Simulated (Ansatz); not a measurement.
# C4H7N: rigid torsion scan in Python

A script is to give a rigid torsion scan; the system is C4H7N.

All numbers are computed with Ansatz 0.2.0, driven from Python. Level of theory: r2SCAN/def2-SVP.

## (1) The system

Bond lengths: C1–C2 1.420 Å, C2–C3 1.173 Å, C3–N4 1.569 Å, N4–C5 1.441 Å, C1–H6 1.138 Å, C1–H7 1.124 Å, C1–H8 1.033 Å, N4–H9 1.031 Å, C5–H10 1.096 Å, C5–H11 1.090 Å, C5–H12 1.060 Å. Angles (14 of 17 angles, heavy atoms first): C1–C2–C3 178.2°, C2–C3–N4 178.1°, C3–N4–C5 111.1°, C2–C1–H6 111.0°, C2–C1–H7 109.5°, C2–C1–H8 114.1°, C3–N4–H9 109.0°, C5–N4–H9 117.0°, N4–C5–H10 104.5°, N4–C5–H11 109.8°, N4–C5–H12 111.9°, H6–C1–H7 102.8°, H6–C1–H8 109.9°, H7–C1–H8 108.9°.

The script holds or builds the structure itself.

## (2) The script

Input file torsion_c4h7n.py:

```python
# -*- coding: utf-8 -*-
"""Rigid torsion scan of C4H7N."""

import logging
import sys

import ansatz as az
from ase import Atoms

logging.basicConfig(stream=sys.stdout, format="%(levelname)s %(message)s")
log = logging.getLogger("calc")
log.setLevel(logging.INFO)


def main():
    atoms = Atoms(["C", "C", "C", "N", "C", "H", "H", "H", "H", "H", "H", "H"], positions=[
        [-2.442, -0.5795, 0.7061],
        [-1.0621, -0.2764, 0.5605],
        [0.0848, -0.0631, 0.4407],
        [1.627, 0.2006, 0.327],
        [2.0316, 0.3308, -1.0496],
        [-2.9183, 0.0646, 1.5139],
        [-2.995, -0.2655, -0.2203],
        [-2.6374, -1.5764, 0.8913],
        [1.8834, 0.9683, 0.9651],
        [3.1193, 0.4595, -1.0043],
        [1.5778, 1.2212, -1.4842],
        [1.8078, -0.5393, -1.6122],
    ])

    # start the scan from a relaxed geometry
    first = (
        az.Crystal.molecule_from_ase(atoms).calculation()
        .basis(gaussian="def2-SVP")
        .functional("r2SCAN")
        .scf(lower_state_search="light")
        .relax(force_tolerance=0.02, max_steps=80)
    )
    atoms.positions = first.run(threads=1).report["positions_ang"]

    start = atoms.get_dihedral(2, 3, 4, 9)
    energies = {}
    for turn in range(0, 121, 20):
        turned = atoms.copy()
        turned.set_dihedral(2, 3, 4, 9, start + turn, indices=[4, 9, 10, 11])
        calc = (
            az.Crystal.molecule_from_ase(turned).calculation()
            .basis(gaussian="def2-SVP")
            .functional("r2SCAN")
            .scf(lower_state_search="light")
        )
        energies[round((start + turn) % 360)] = calc.run(threads=1).report["free_energy_ev"]
    floor = min(energies.values())
    log.info("dihedral C2-N3-C4-H9 (deg)   E - E(min) (kJ/mol)")
    for angle, e in sorted(energies.items()):
        log.info(f"{angle:8d} {96.485332 * (e - floor):14.3f}  " + "#" * int(30 * (e - floor) / max(max(energies.values()) - floor, 1e-9)))


if __name__ == "__main__":
    main()
```

## (3) What the engine is handed

The engine receives this input (first run):

```yaml
crystal:
  periodic: [false, false, false]
  atoms:
    - { symbol: C, position_ang: [-2.442, -0.5795, 0.7061] }
    - { symbol: C, position_ang: [-1.0621, -0.2764, 0.5605] }
    - { symbol: C, position_ang: [0.0848, -0.0631, 0.4407] }
    - { symbol: "N", position_ang: [1.627, 0.2006, 0.327] }
    - { symbol: C, position_ang: [2.0316, 0.3308, -1.0496] }
    - { symbol: H, position_ang: [-2.9183, 0.0646, 1.5139] }
    - { symbol: H, position_ang: [-2.995, -0.2655, -0.2203] }
    - { symbol: H, position_ang: [-2.6374, -1.5764, 0.8913] }
    - { symbol: H, position_ang: [1.8834, 0.9683, 0.9651] }
    - { symbol: H, position_ang: [3.1193, 0.4595, -1.0043] }
    - { symbol: H, position_ang: [1.5778, 1.2212, -1.4842] }
    - { symbol: H, position_ang: [1.8078, -0.5393, -1.6122] }
basis:
  gaussian:
    orbitals: def2-SVP
hamiltonian:
  xc: r2scan
scf:
  lower_state_search: light
relax:
  f_tol: 0.02
  max_steps: 80
```

## (4) Running it

Started as:

```sh
$ python torsion_c4h7n.py
```

Q: Predict the main results. Wanted: range of energy; lowest point, turn.

**Answer**, as computed:

| quantity | value |
| --- | --- |
| runs compared | 7 |
| range of energy | 0.097 eV |
| lowest point, turn (°) | 0 |

In words: The lowest point lies at a turn of 0°, the highest 0.097 eV (9.4 kJ/mol) above it at 60°. The grid can miss the true lowest and highest points, and the rest of the molecule is held rigid. Run 0: The relaxation took 7 moves; the largest shift is 0.149 Å, of atom 4 (N). The scan is rigid and the energies are electronic, in a modest basis. With rigid groups the curve can differ much from the relaxed path, the start wasn't checked as a minimum of this torsion, and equivalent turns needn't return to the same energy.
